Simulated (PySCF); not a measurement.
# C2H3Al (ethynylalumane): the cost of one run

The runs use PySCF 2.14.0, with density-fitted response routines of our own; the level of theory stands in each step. All values are computed, except where a source is named. Atoms are numbered from 0 throughout.

**1. Starting geometry**

6 atoms, charge 0, multiplicity 1; geometry from: GFN2-xTB. The atoms were then displaced at random by about 0.01 Å, so the start is not that level's minimum.

Bonds of the start (Å): C0–C1 1.24, C1–Al2 1.96, C0–H3 1.07, Al2–H4 1.54, Al2–H5 1.55.

**2. Optimising the geometry at PBE0-D3(BJ)/def2-SVP**

Job settings and geometry (Å):

```
{"job": {"xc": "PBE0", "basis": "def2-SVP", "d3": "d3bj", "grid": 1, "shake": 0.01, "kind": "geom"}, "charge": 0, "multiplicity": 1}
C      1.886320    -0.250160    -0.119530
C      0.658850    -0.076450    -0.044510
Al    -1.281780     0.153110     0.076620
H      2.944620    -0.354560    -0.197510
H     -2.247710    -1.046320    -0.008910
H     -1.936140     1.544370     0.275480
```

On the command line:

```bash
OMP_NUM_THREADS=1 python probes_run.py task.json out
```

One launch serves the whole session: the jobs run in the order shown.

**Question.** How long does this first job take on 1 thread of Arm Neoverse V2, shared host, and how much memory does it need?

About 5.6 s, with a peak of 0.29 GiB.
